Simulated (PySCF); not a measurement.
Compound: C4HNO.
SMILES: `N#CC#CC=O`

A linear-response calculation (PySCF, def2-SVPD basis, gas phase, vertical, core orbitals frozen in the response) gave these numbers; the functional is withheld.

Orbital energies (eV): HOMO-3 -13.02, HOMO-2 -10.72, HOMO-1 -10.72, HOMO -10.51, LUMO -2.39, LUMO+1 -0.98, LUMO+2 0.89.

```tsv
state	E (eV)	f	main configurations (H = HOMO, L = LUMO)
S1	3.68	0.0001	H→L (89%), H→L+3 (8%)
S2	4.25	0.0000	H-1→L (93%)
S3	4.90	0.065	H-2→L (65%), H-1→L+1 (28%)
S4	5.39	0.0000	H-2→L+1 (97%)
S5	6.49	0.0027	H→L+1 (86%), H-1→L+1 (10%)
S6	6.96	0.0000	H-5→L (68%), H-1→L+3 (20%)
```

Triplets, Tamm–Dancoff:

```json
{"state": "T1", "E (eV)": "3.08", "λ (nm)": "403.0", "main configurations (H = HOMO, L = LUMO)": "H→L (86%), H→L+3 (10%)"}
{"state": "T2", "E (eV)": "3.53", "λ (nm)": "351.0", "main configurations (H = HOMO, L = LUMO)": "H-2→L (88%)"}
{"state": "T3", "E (eV)": "3.94", "λ (nm)": "314.6", "main configurations (H = HOMO, L = LUMO)": "H-1→L (86%)"}
{"state": "T4", "E (eV)": "4.41", "λ (nm)": "281.4", "main configurations (H = HOMO, L = LUMO)": "H-1→L+1 (83%)"}
```

Vertical ionisation energy by ΔSCF with the same functional: 11.28 eV. Mean static polarisability: 58.5 au.

Question: Which of these was used?
A. CAM-B3LYP
B. PBE
C. PBE0
D. HF

Answer: A. CAM-B3LYP is range-separated, 19% exact exchange at short range and 65% at long range (ω = 0.33 bohr⁻¹). In this run −ε(HOMO) = 10.51 eV differs from the ΔSCF value by -0.76 eV, and S1 differs from the orbital gap of 8.12 eV by -4.44 eV. The ratio −ε(HOMO)/IP is 0.93. Small neutral molecules mostly give 0.85 to 0.93 with CAM-B3LYP, 0.5 to 0.7 with PBE, 0.7 to 0.83 with PBE0; Hartree–Fock can't fall below 1, since the ion's relaxation only lowers the ΔSCF value.

Method: TDDFT CAM-B3LYP/def2-SVPD, vertical, gas phase, core orbitals frozen in the response in PySCF 2.14.0, density-fitted response routines. Isolated species at its PBE0-D3(BJ)/def2-SVP geometry, gas phase.

Hardware: one thread, Arm Neoverse N1, shared host. Cost: 1.7 min of wall time.
